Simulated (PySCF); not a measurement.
System (SMILES): [SiH2] (SiH2) (closed-shell singlet).
Geometry (B3LYP-D3(BJ)/def2-TZVP, fixed):
```xyz
3

Si     0.0052     0.0009     0.1327
H     -0.0342     1.0849    -0.9366
H     -0.0389    -1.0973    -0.9218
```
Charge 0, spin multiplicity 1.

How fast the mean static polarisability converges with the basis for several methods (PySCF): deviation from each method's own reference, in %. References: HF 35.86 bohr³, the value in aug-pcseg-3; PBE 37.60 bohr³, the value in aug-pcseg-3; PBE0 36.62 bohr³, the value in aug-pcseg-3. All functions are spherical. Density fitting with generated auxiliary sets. No added dispersion term, no relativity. 

| basis | functions | HF | PBE | PBE0 |
|---|---|---|---|---|
| def2-SVPD | 40 | -4.7 | -6.1 | -4.8 |
| aug-pcseg-1 | 45 | -1.3 | -1.6 | -1.7 |
| aug-cc-pV(D+d)Z | 50 | -1.3 | -2.2 | -1.6 |
| 6-311++G(2d,2p) | 55 | -12.5 | -13.4 | -13.0 |
| cc-pV(T+d)Z | 67 | -12.5 | -14.4 | -12.9 |
| def2-TZVPPD | 82 | -0.9 | -1.6 | -1.1 |
| aug-pcseg-2 | 96 | -0.4 | -0.5 | -0.6 |
| aug-cc-pV(Q+d)Z | 181 | 0.0 | 0.0 | 0.0 |

Mean absolute deviation over 6-311++G(2d,2p), cc-pV(T+d)Z, def2-TZVPPD, aug-pcseg-2: HF 6.6, PBE0 6.9, PBE 7.5 %.
